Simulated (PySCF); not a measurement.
ClH. Atoms are numbered in the order given.

```xyz
2

Cl     0.0000     0.0000    -0.0713
H      0.0000     0.0000     1.2113
```

Coordinates come from a B3LYP-D3(BJ)/def2-TZVPD optimisation.

Method: TDA-PBE/def2-TZVPD in PySCF.

Vertical excitations; the highest root listed may be one member of a degenerate set. The molecule is in vacuum. State labels are in the subgroup C2v.

Computed excitation energies, oscillator strengths and character:
```json
[
 {"state": "S1", "symmetry": "B2", "energy (eV)": "7.28", "λ (nm)": "170", "f": "0.026", "main pairs": "HOMO→LUMO (degenerate set)"},
 {"state": "S2", "symmetry": "B1", "energy (eV)": "7.28", "λ (nm)": "170", "f": "0.026", "main pairs": "HOMO−1→LUMO (degenerate set)"},
 {"state": "S3", "symmetry": "B1", "energy (eV)": "9.09", "λ (nm)": "136", "f": "0.000", "main pairs": "HOMO−1→LUMO+1 (degenerate set)"},
 {"state": "S4", "symmetry": "B2", "energy (eV)": "9.09", "λ (nm)": "136", "f": "0.000", "main pairs": "HOMO→LUMO+1 (degenerate set)"},
 {"state": "S5", "symmetry": "A1", "energy (eV)": "9.25", "λ (nm)": "134", "f": "0.000", "main pairs": "HOMO−1→LUMO+2, HOMO→LUMO+3 (degenerate set)"},
 {"state": "S6", "symmetry": "A2", "energy (eV)": "9.25", "λ (nm)": "134", "f": "0.000", "main pairs": "HOMO→LUMO+2, HOMO−1→LUMO+3 (degenerate set)"},
 {"state": "S7", "symmetry": "A2", "energy (eV)": "9.30", "λ (nm)": "133", "f": "0.000", "main pairs": "HOMO−1→LUMO+3 50 %, HOMO→LUMO+2 50 %"},
 {"state": "S8", "symmetry": "B1", "energy (eV)": "9.51", "λ (nm)": "130", "f": "0.135", "main pairs": "HOMO−1→LUMO+4 (degenerate set)"},
 {"state": "S9", "symmetry": "B2", "energy (eV)": "9.51", "λ (nm)": "130", "f": "0.135", "main pairs": "HOMO→LUMO+4 (degenerate set)"},
 {"state": "S10", "symmetry": "A1", "energy (eV)": "9.70", "λ (nm)": "128", "f": "0.003", "main pairs": "HOMO→LUMO+3 48 %, HOMO−1→LUMO+2 48 %"},
 {"state": "T1", "symmetry": "B1", "energy (eV)": "6.70", "λ (nm)": "185", "f": "0", "main pairs": "HOMO−1→LUMO (degenerate set)"},
 {"state": "T2", "symmetry": "B2", "energy (eV)": "6.70", "λ (nm)": "185", "f": "0", "main pairs": "HOMO→LUMO (degenerate set)"},
 {"state": "T3", "symmetry": "B1", "energy (eV)": "8.84", "λ (nm)": "140", "f": "0", "main pairs": "HOMO−1→LUMO+1, HOMO−1→LUMO+4 (degenerate set)"},
 {"state": "T4", "symmetry": "B2", "energy (eV)": "8.84", "λ (nm)": "140", "f": "0", "main pairs": "HOMO→LUMO+1, HOMO→LUMO+4 (degenerate set)"}
]
```
Triplets are in the Tamm–Dancoff approximation.
